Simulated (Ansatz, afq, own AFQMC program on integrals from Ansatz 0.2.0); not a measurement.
Integrals from Ansatz 0.2.0, then the random walk in our own AFQMC program (afq).

```yaml
crystal:
  periodic: [false, false, false]
  atoms:
    - {symbol: N, position_ang: [0.000000, 0.000000, 0.000000]}
    - {symbol: N, position_ang: [0.000000, 0.000000, 1.468000]}
basis:
  gaussian: {orbitals: 6-31G}
magnetization: {spin_polarized: true, initial_magnetization: 0}
correlation: {method: ccsd_t, electrons: outside_noble_gas, hamiltonian_folder: ham}
```

```sh
$ ansatz run in.yaml --threads 1 --pin off --events-out ev --progress --plain --max-ram 16896MiB --backend cuda --devices 0, --max-vram 18GiB
```

Options of the walk:

```
--method phaseless --trial hf --walkers 4000 --populations 20 --least-time 40 --time-step 0.005 --steps-per-block 20 --equilibration-blocks 160 --max-blocks 4000 --target-error 0.001900 --factor-cut 1e-05 --start spin_pure --seed 425 --taylor-order 6
```

Times are imaginary, in 1/Eh. The walk had a cap of 49 s. With eight or more populations the least sampling time is a fifth of least-time, and the error comes from their spread.

afq prints:

```
orbitals 16  electrons 5 5  factors 93 of 267
reference energy -108.77112408 Eh
CCSD correlation -0.19988484 Eh in 16 cycles, weight of the determinant in the CISD state 0.5230
energy of the start -108.808104 Eh
 block  time / (1/Eh)  mean weight  energy / Eh
     1     0.100  1.0005  -108.852344
     2     0.200  1.0016  -108.888332
     3     0.300  1.0012  -108.912207
     4     0.400  1.0010  -108.929957
     5     0.500  1.0012  -108.943963
     7     0.700  1.0007  -108.959046
     9     0.900  1.0010  -108.981028
    13     1.300  1.0002  -108.989720
    25     2.500  1.0002  -109.001734
    37     3.700  1.0001  -109.000884
    49     4.900  0.9998  -109.001112
    61     6.100  0.9997  -108.987486
    73     7.300  0.9999  -108.991703
    79     7.900  1.0001  -108.984562
    85     8.500  0.9997  -108.988339
    97     9.700  1.0001  -108.992068
   109    10.900  1.0001  -108.994981
   121    12.100  1.0001  -109.000091
   133    13.300  0.9999  -108.988324
   145    14.500  0.9999  -108.986784
   157    15.700  1.0004  -108.995314
   169    16.900  1.0001  -108.995051
   181    18.100  1.0002  -108.987770
   193    19.300  0.9998  -108.995805
   205    20.500  0.9997  -108.998483
   217    21.700  0.9997  -108.989789
   229    22.900  1.0002  -108.993336
   235    23.500  1.0000  -108.989550
error from the spread of 20 populations
energy -108.992962 +/- 0.001779 Eh
(rows thinned)
```

The run passed its tests (sampling time, drift between the halves within three errors, error under three times the target), which doesn't prove that it has relaxed.

Against this walk (error 48.4 meV) on the same determinant: CCSD(T) 308.4 meV higher, CCSDT(Q) 82.6 meV higher (within the noise), CCSDTQ 43.0 meV higher (within the noise), full CI 5.5 meV higher (within the noise), a separate phaseless walk with a CISD trial and standard settings 73.0 ± 49.5 meV higher (within the noise). The error is statistical and leaves out the bias of the constraint. The determinant has ⟨S²⟩ = 1.64, so the low cluster orders mix in higher spin, while the walk starts as a pure singlet. The determinant is a poor start (see the cautions), so the low cluster orders aren't to be relied on, and full CI is the sure value.

Cautions: constraint bias not in the error; strong correlation (T1 0.139, weight of the determinant 0.52, largest double 0.26); (Q) is large, 131 meV, so the cluster series hasn't closed; unrestricted determinant spin contaminated (⟨S²⟩ 1.64 against 0.00); CCSD(T) is in doubt: in a space of 8 electrons in 8 natural orbitals full CI lies 166 meV below it; CCSDT(Q) is in doubt: in a space of 8 electrons in 8 natural orbitals full CI lies 182 meV below it.

The walk took 25 s on 1 × NVIDIA H100 80GB HBM3 with 2 threads of AMD EPYC 7R13 Processor (Zen 3) (shared host) (the card was shared). The log's last line is the phaseless energy.

CCSDT and higher add their correlation energy to the determinant of the CCSD(T) run, since their own runs factorise the integrals more tightly (a shift of under 2 meV).
